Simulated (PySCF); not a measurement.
A GIAO shielding run with PySCF 2.14 (density fitting, non-relativistic, gas phase) on SMILES CCS(=O)(=O)Cl, C2H5ClO2S:

```
$ OMP_NUM_THREADS=1 python probes_run.py task.json out

{"job": {"kind": "nmr", "xc": "PBE0", "basis": "6-31G*", "pop": true}, "charge": 0, "multiplicity": 1}
C     -1.275542     0.295264    -0.386295
C     -0.278775    -0.349989     0.546294
S      1.411813    -0.269671    -0.041352
O      1.460418    -0.686422    -1.426457
O      2.295439    -0.829416     0.956928
Cl     1.705835     1.815238    -0.009186
H     -2.285633     0.192083     0.035413
H     -1.255349    -0.184149    -1.374432
H     -1.061990     1.366186    -0.510335
H     -0.426773    -1.438625     0.645230
H     -0.251486     0.087387     1.554541
```

Hardware: 1 thread of an Arm Neoverse V1, shared host. The job also computes population analyses, field gradients.

(1) How large is the calculation?

(2) How long does it take, and how much memory does it need?

(3) And these other runs on the same molecule and hardware: GIAO shielding at PBE0/6-311+G(2d,p); GIAO shielding at PBE0/6-31G; GIAO shielding at PBE0/STO-3G; GIAO shielding at PBE0/def2-SVP; GIAO shielding at PBE0/def2-TZVP?

Answers

(1) 66 electrons, 102 basis functions and 694 auxiliary functions.

(2) 8.9 s of wall time, with 14 SCF cycles and 5 response iterations; peak memory 0.57 GiB. Times on a shared host scatter by some tens of per cent.

(3) PBE0/6-311+G(2d,p): 208 functions, 22 s; PBE0/6-31G: 72 functions, 6.8 s; PBE0/STO-3G: 43 functions, 3.4 s; PBE0/def2-SVP: 117 functions, 9.2 s; PBE0/def2-TZVP: 228 functions, 29 s.
